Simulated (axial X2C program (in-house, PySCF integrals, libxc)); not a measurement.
**LiO⁺: bond constants with and without spin–orbit coupling**

Computed with an in-house all-electron X2C program for linear molecules (integrals from PySCF). Spin-free means the one-electron spin-free X2C Hamiltonian; two-component (2c) means X2C with spin–orbit coupling and atomic mean-field two-electron Coulomb and Gaunt terms, so the difference of the two also holds small scalar two-electron terms. Basis: O dyall-av3z [7s6p3d2f], Li dyall-cv3z [7s8p2d] (cores contracted in-house); Gaussian nuclei, density fitting, unrestricted open shells. Masses: O 15.995 u, Li 7.016 u.

Input file and command:
```json
{"zs": [8, 3], "q": 1, "bas": ["dyall-av3z", "dyall-cv3z"], "levels": ["PBE0", "HF", "M06"], "cc": true, "r0": 1.81, "thr": -2.0, "nmax": 90, "npts": 10, "nst": 2, "ntry": 6}
```
```bash
python so2c.py task.json out
```

Keys: zs atomic numbers; q charge; bas basis sets; levels methods; cc coupled cluster on or off; r0 starting distance in Å; thr threshold in hartree for freezing inner shells (an s shell follows its p shell); nmax most natural virtual spinors; npts points on the curve; nst determinants followed; ntry starts of the search. HF also brings MP2.

State, spin-free: M_S = 1, Λ = 0 (beyond evenly filled blocks: π+α, π-α); electrons by block: σα: 4, σβ: 4, π+α: 1, π-α: 1. Fragments: O + Li+.

State, 2c: Ω = 1 (⟨Sz⟩ = 1.00, ⟨Lz⟩ = 0.00 at PBE0); electrons by block: 1/2: 4, -1/2: 5, 3/2: 1. Fragments: O + Li+.

| Hamiltonian | level | Re (Å) | ωe (cm⁻¹) | De (eV) | μ (D) |
| --- | --- | --- | --- | --- | --- |
| 2c | PBE0 | 2.073 | 362.5 | 0.525 | 6.10 |
| 2c | HF | 2.071 | 363.6 | 0.486 | 6.20 |
| 2c | MP2 | 2.099 | 349.6 | 0.475 | n/a |
| 2c | CCSD | 2.099 | 351.4 | 0.479 | n/a |
| 2c | CCSD(T) | 2.103 | 349.4 | 0.474 | n/a |

Spin-free values that have a 2c row agree with it to the digits that matter (0.001 Å, 0.01 eV) and are not repeated.

Correlated methods: 6 electrons correlated (number of frozen shells: O 1 s; Li 1 s), 172 virtual spin orbitals or spinors in MP2, 60 natural virtuals in coupled cluster.

Dipoles are positive if Li is the positive end and refer to the centre of mass.

The state is a single determinant with fixed occupations, the lowest that a limited PBE0 search found. Dissociation energies refer to the lowest single-determinant-based atoms at the same level and basis. Density functionals use the spin component along the axis (collinear). Coupled cluster ran in a truncated set of natural virtual spinors; the MP2 energy of the rest was added. (T) has no such correction and the atoms are truncated less, which lowers De at CCSD(T) by a hundredth of an eV or more. The 2c atoms are single determinants rather than J levels; their spin–orbit lowering is only partly caught, and De is too large by that part. This holds for PBE0. The functionals have no current-density term, which raises determinants with orbital currents, atoms included. With several unpaired electrons one determinant need not be a pure state. Open-shell Ω = 0 determinants with evenly filled partner blocks cannot be reached by this program, so the Ω shown need not be the lowest component. This is the Ω = 1 component of a π² triplet; the 0⁺ component is not one determinant and can lie lowest.

No reliable constants came from M06 (2c), M06 (spin-free): no minimum in range, unconverged points, a curve that is not smooth, a change of character along it, or the two Hamiltonians disagreeing along it.

Rough cost a point (2c) on 1 thread(s) of a shared host, integrals apart: PBE0 0.14 s, HF 0.07 s, CCSD(T) 0.7 s.

The whole task took 32 s on 1 thread of Arm Neoverse V1 (shared host).
